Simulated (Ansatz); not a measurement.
C2H2FNS (`FC1=NCS1`). Charge 0, multiplicity 1. All single points use the PBE0-D4/def2-TZVP geometry.

```xyz
7

F     1.128   -0.664    2.003
C     0.524   -0.270    0.917
N    -0.145   -0.985    0.113
C    -0.453    0.143   -0.762
S     0.481    1.352    0.286
H    -0.018    0.047   -1.756
H    -1.516    0.378   -0.802
```

(1) What is the dipole moment at B3LYP/def2-TZVPP? (Best estimate.)

(2) And with PBE, r2SCAN, ωB97M-V? (An estimate is asked.)

(3) Give the Mulliken charges with B3LYP, r2SCAN, PBE in def2-TZVPP. (An estimate is asked.)

## Answers

(1) Ansatz gave: 2.15 D, with components (-0.48, 1.63, -1.32) D in this frame, pointing from negative to positive charge.

(2) The calculation gave: PBE 1.99 D, r2SCAN 2.05 D, ωB97M-V 2.14 D.

(3) Computed: 
```tsv
atom	B3LYP	r2SCAN	PBE
F1	-0.15	-0.15	-0.11
C2	0.24	0.28	0.18
N3	-0.23	-0.30	-0.19
C4	-0.01	0.12	-0.01
S5	-0.08	-0.10	-0.10
H6	0.12	0.08	0.11
H7	0.12	0.08	0.11
```

B3LYP here is the variant with VWN-RPA as its local correlation; programs differ in this.
